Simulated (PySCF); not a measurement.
# Working out the electron affinity of Al

Al⁻ [Ne] 3s2 3p2 (3P) → Al [Ne] 3s2 3p1 (2P). Computed with PySCF 2.14 in dyall-av2z (13s9p2d, 50 functions), with the non-relativistic Hamiltonian (point nucleus). Frozen: [Ne]; the 15 highest virtual orbitals dropped. Energies in hartree (1 hartree = 27.21139 eV):

```tsv
part	Al⁻ (lower)	Al (upper)
UHF	-241.874914	-241.874174
MP2 opposite-spin	-0.033871	-0.029522
MP2 same-spin	-0.008814	-0.002313
```

**Question.** What does Hartree-Fock give?

**Answer.** (-241.874174) − (-241.874914) = 0.000740 hartree = 0.020 eV.

**Question.** What do MP2 and SCS-MP2 (6/5 opposite-spin, 1/3 same-spin) give?

**Answer.** The opposite-spin parts differ by 0.118 eV and the same-spin parts by 0.177 eV. MP2: 0.020 + (0.118) + (0.177) = 0.315 eV. SCS-MP2: 0.020 + 1.2 × (0.118) + (0.177)/3 = 0.221 eV.

A first-order spin-orbit estimate adds -0.003 eV to MP2 (valence), giving 0.312 eV against 0.433 eV (measured; photodetachment measurements, as compiled on the Wikipedia data page of electron affinities).

A double-zeta basis recovers only part of the correlation energy.

What remains against the reference includes basis incompleteness, the frozen core and correlation beyond second order.
